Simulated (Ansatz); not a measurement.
```yaml
crystal:
  periodic: [false, false, false]
  atoms:
    - {symbol: Ru, position_ang: [0.000642, 0.000016, -0.017898]}
    - {symbol: H, position_ang: [-0.042143, 1.222239, 0.898072]}
    - {symbol: H, position_ang: [-0.022270, -1.223820, 0.896630]}
basis:
  gaussian: {orbitals: def2-TZVP}
hamiltonian: {xc: pbe0}
relax: {f_tol: 0.004, max_steps: 80}
```

```sh
$ ansatz run in.yaml --threads 1 --pin off --events-out ev --progress --plain --max-ram 2176MiB
```

Steps of the relaxation (energy above the last step; positions in Å, forces in eV/Å):

```
3
step 1, 107.1 meV
Ru    0.001    0.000   -0.018    0.049    0.001   -1.352
H    -0.042    1.222    0.898   -0.026    0.161    0.676
H    -0.022   -1.224    0.897   -0.023   -0.162    0.676
```

```
3
step 2, 8.7 meV
Ru    0.006    0.000   -0.153   -0.020    0.000    0.567
H    -0.044    1.103    0.966    0.012   -0.252   -0.284
H    -0.026   -1.105    0.964    0.008    0.252   -0.283
```

```
3
step 3, 0.3 meV
Ru    0.005    0.000   -0.139   -0.002    0.000    0.069
H    -0.043    1.098    0.959    0.002   -0.049   -0.035
H    -0.025   -1.100    0.957    0.001    0.049   -0.035
```

```
3
step 4, 0.0 meV
Ru    0.005    0.000   -0.140    0.000    0.000   -0.002
H    -0.043    1.091    0.959    0.000    0.000    0.001
H    -0.026   -1.093    0.958    0.000    0.000    0.001
```

Close pairs at the end: Ru1–H2 1.550 Å, Ru1–H3 1.550 Å.

A stationary point of restricted PBE0 after 4 steps (its stability towards spin polarisation wasn't tested); no frequencies were run, so it isn't proven a minimum. 6.5 s on 1 thread of Arm Neoverse V1, shared host.
